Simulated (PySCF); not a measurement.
A mixed set of molecules. Level of theory: TDDFT CAM-B3LYP/def2-SVPD, vertical, gas phase, core orbitals frozen in the response in PySCF. Geometries: PBE0-D3(BJ)/def2-SVP; one conformer of each isolated species. Triplets are in the Tamm–Dancoff approximation. 'Strongest' means the level of largest summed f among the lowest 10 singlets; it needn't be the same kind of state in each.

Problem. Rank by computed energy of the strongest computed level, highest first.
A. `C1[C@@H](C(C)=O)[SiH2]CCO1`
B. `c1cc2[nH]ccc2[nH]1`
C. `c1ccsc1`
D. `C#CC(C)=S`

Solution. C (7.74 eV), A (7.41 eV), B (5.57 eV), D (4.67 eV).

```json
{"SMILES": "c1ccsc1", "strongest (eV)": "7.74", "f (S1)": "0.082", "S1 (eV)": "5.85", "LUMO (eV)": "0.61", "HOMO (eV)": "-8.19", "S1 mainly": "H→L (95%)"}
{"SMILES": "CC(=O)[C@@H]1COCC[SiH2]1", "strongest (eV)": "7.41", "f (S1)": "0.001", "S1 (eV)": "4.53", "LUMO (eV)": "0.63", "HOMO (eV)": "-8.59", "S1 mainly": "H→L (78%)"}
{"SMILES": "c1cc2[nH]ccc2[nH]1", "strongest (eV)": "5.57", "f (S1)": "0.010", "S1 (eV)": "5.37", "LUMO (eV)": "1.62", "HOMO (eV)": "-6.45", "S1 mainly": "H→L (95%)"}
{"SMILES": "C#CC(C)=S", "strongest (eV)": "4.67", "f (S1)": "0.000", "S1 (eV)": "2.17", "LUMO (eV)": "-1.77", "HOMO (eV)": "-8.00", "S1 mainly": "H→L (98%)"}
```

H and L stand for HOMO and LUMO.
